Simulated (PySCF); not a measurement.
**Multinuclear NMR of Fluorocyanoacetylene**

Structure with atom numbers: `[N:1]#[C:2][C:3]#[C:4][F:5]`.

Theoretical values (PySCF): PBE0-D3(BJ)/def2-TZVP structure, B97-2/pcSseg-2 with gauge-including orbitals. Isolated molecule, non-relativistic, one computed conformer.

(1) What are the ¹⁹F shifts?

(2) What are the ¹⁵N shifts?

Answers

(1) 
```csv
atoms,environment,σ (ppm),δ (ppm)
F5,fluorine bonded to C,389.3,-206.1
```

Shieldings were converted by a linear fit to measured shifts: ¹⁹F (scatter 4.2 ppm rms, 5.7 ppm with the 8 outliers that the fit left out vs CFCl3, solution or neat liquid, with a term for F on sp3 carbon). A few per cent of atoms miss by over 2 rms, more outside the fitted compound classes.

On a 500 MHz spectrometer ¹⁹F resonates near 470.5 MHz, so 1 ppm is 470.5 Hz.

(2) 
| atoms | environment | σ (ppm) | δ (ppm) |
| --- | --- | --- | --- |
| N1 | nitrile nitrogen | -33.9 | -118.6 |

Shieldings were converted by a linear fit to measured shifts: ¹⁵N: δ = -149.73 − 0.920σ (rms 6.4 ppm, 44 shifts vs CH3NO2, solution or neat liquid). Occasional misses reach two or three times the rms, and more in compound classes unlike the fitted ones.

On a 500 MHz spectrometer ¹⁵N resonates near 50.7 MHz, so 1 ppm is 50.7 Hz.
